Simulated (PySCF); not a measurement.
Structure problem from calculated spectra and properties.

Formula: C2H3F3O.

| Property | Result |
| --- | --- |
| Rotational structure | rotational constants A, B, C: 5.342, 2.843, 2.809 GHz [PBE0-D3(BJ)/def2-TZVP] |
| 13C NMR | chemical shifts (computed TMS as zero) by class: 135.9 (1 C), 67.3 (1 C) ppm [GIAO B97-2/pcSseg-2] |
| NMR, other nuclei | isotropic shieldings of nuclei other than C and H, by class: 314 (1 O), 268 (3 F) ppm [GIAO B97-2/pcSseg-2] |
| 1H NMR | chemical shifts (computed TMS as zero) by class: 3.84 (2 H), 0.99 (1 H) ppm [GIAO B97-2/pcSseg-2] |
| Couplings | largest of the computed one-bond spin–spin couplings (means over like bonds): 19F–13C -351.8 (×3), 13C–1H +150.3 (×2), 17O–1H -76.9, 13C–13C +64.4, 17O–13C +21.3 Hz [B3LYP/pcJ-2] |
| Dipole | 1.71 D [B97-2/pcSseg-2] |

Gas-phase values; electronic properties from PySCF, density fitting. Levels stand in brackets. The structure is a single PBE0-D3(BJ)/def2-TZVP conformer in the gas phase; no vibrational or solvent corrections. NMR classes are plain means over equivalent atoms (diastereotopic ones count apart unless rotation or inversion swaps them), as if these changed places fast.

Task: What is the compound? Reason from the data.

Result: Numbering: `[OH:1][CH2:2][C:3]([F:4])([F:5])[F:6]`. Its formula, C2H3F3O, gives 0 degrees of unsaturation, so no ring and no π bond. 2 carbons fall into 2 classes; from least to most shielded: CF3 carbon [C3] (135.9 ppm), carbinol carbon (C–OH) [C2] (67.3 ppm). Hydrogen classes from least to most shielded: 2 H on a carbinol carbon (C–OH), C2 (3.84 ppm), 1 H on an alcohol oxygen, O1 (0.99 ppm). The other shieldings belong to: 314 ppm, alcohol oxygen [O1]; 268 ppm, fluorine of a CF3 group [F4/F5/F6]. The couplings run between: -351.8 Hz, fluorine of a CF3 group [F4] and CF3 carbon [C3] (with 2 like pairs); +150.3 Hz, carbinol carbon (C–OH) [C2] and its hydrogen (with 1 like pair); -76.9 Hz, alcohol oxygen [O1] and its hydrogen; +64.4 Hz, carbinol carbon (C–OH) [C2] and CF3 carbon [C3]; +21.3 Hz, alcohol oxygen [O1] and carbinol carbon (C–OH) [C2]. By its constants the optimised geometry is a nearly prolate symmetric top. Structure: `OCC(F)(F)F` (2,2,2-trifluoroethanol). Computed isomers that give other values at the same levels: `COC(F)(F)F` (smallest rotational constant: 3.057 GHz; this holds for the one conformer computed). The assignments are read from this structure; whether some other isomer fits the data as well wasn't checked.

Shape of the structure used: `[OH:1][CH2:2][C:3]([F:4])([F:5])[F:6]`: O1–C2–C3–F4 58°, H–O1–C2–C3 -63°.
